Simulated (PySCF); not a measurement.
Gas-phase reaction: 6 SiF₂ + O₃ → 3 SiF₄ + 3 SiO

Energies from PySCF, thermal terms from the rigid-rotor harmonic-oscillator model, ideal gas at 1 bar. The comparison is the NASA 1993 polynomial table, which mixes measured and estimated data. After a fit of one offset per element over all species, the range-separated, M06-2X, PBE0/def2-QZVP and CCSD(T)/def2-TZVPP enthalpies, where run, lie to one side of the table for SiF₂ (-43 kJ/mol), O₃ (+19 kJ/mol): a fault of the table's entry, another state or a shared error of the levels is possible; this was not checked at source. † marks an energy on the PBE0/def2-TZVP geometry and frequencies. CCSD(T) freezes the core. All species are closed-shell singlets. B3LYP is the form with VWN-RPA correlation. For this reaction the table lies outside the span of B3LYP, CCSD(T), M06-2X, MP2, PBE0, r2SCAN, ωB97M-V, ωB97X-V in their largest bases here; which side is off was not settled. CCSD(T) isn't extrapolated to the basis-set limit; its ΔH°(298 K) is -1392.9 kJ in def2-SVP and -1487.8 kJ in def2-TZVPP. The harmonic model lacks anharmonicity and excited electronic states, which grow with temperature; levels with a mode under 35 cm⁻¹ are left out. Strong static correlation: O₃. The table's entry may be an old estimate for SiF₂, SiO (not checked at source). Warning, large T1 diagnostic: O₃, SiO (CCSD(T)/def2-SVP†, CCSD(T)/def2-TZVPP†).

ΔH° and ΔS° at 298 K: table -1761 kJ, -295 J/K; B3LYP/def2-TZVP† -1387 kJ, -293 J/K; BLYP/def2-TZVP† -1278 kJ, -293 J/K; CCSD(T)/def2-SVP† -1393 kJ, -293 J/K; CCSD(T)/def2-TZVPP† -1488 kJ, -293 J/K.

With the heat capacities included, give log10 K at 500, 600, 800, 1600, 2000 K for each.


| T (K) | table | B3LYP/def2-TZVP† | BLYP/def2-TZVP† | CCSD(T)/def2-SVP† | CCSD(T)/def2-TZVPP† |
|---|---|---|---|---|---|
| 500 | 168.6 | 129.7 | 118.3 | 130.3 | 140.2 |
| 600 | 137.9 | 105.6 | 96.1 | 106.1 | 114.3 |
| 800 | 99.7 | 75.5 | 68.4 | 75.9 | 82.1 |
| 1600 | 42.7 | 30.7 | 27.1 | 30.9 | 34.0 |
| 2000 | 31.4 | 21.8 | 19.0 | 22.0 | 24.5 |
Ten kJ in ΔG° is worth 1.04 decades in K at 500 K and 0.26 at 2000 K. Holding ΔH° and ΔS° at their 298 K values would give 30.6 (table), 20.9 (B3LYP/def2-TZVP†), 18.1 (BLYP/def2-TZVP†) at 2000 K.
